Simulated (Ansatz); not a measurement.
Relaxing a trial structure of H3NPS−

The starting geometry of this gas-phase singlet was optimised with GFN2-xTB; its bonds are those of `[NH-][PH2+][S-]`.

```xyz
6

N    -0.5336    1.0589    1.2402
P     0.4522   -0.1327    1.4882
S    -0.0843   -1.7358    2.4775
H    -1.4782    0.7585    1.4502
H     1.6408    0.4016    2.0327
H     1.1057   -0.5638    0.2970
```

Question: Predict what becomes of its bonds when it is optimised with r2SCAN-D4/def2-SVPD.

Answer: It keeps its bonds, and is `[NH-][PH2+][S-]`.

The energy falls by 0.14 eV over 10 steps:

```
step  E − E(last) (eV)
   1             0.140
   2             0.037
   3             0.023
   4             0.015
   5             0.011
   6             0.002
   7             0.001
   8             0.000
   9             0.000
  10             0.000
```

Final geometry (Å):

```xyz
6

N    -0.5339    1.1278    1.4225
P     0.4514   -0.1372    1.5338
S     0.0245   -1.8497    2.5330
H    -1.4804    0.8173    1.1939
H     1.6624    0.4280    2.0390
H     0.9787   -0.5996    0.2637
```

Frequencies at the end are all real (lowest 255 cm⁻¹). Run with Ansatz 0.2.0, 33 s on 1 thread of Arm Neoverse V1 (shared host).
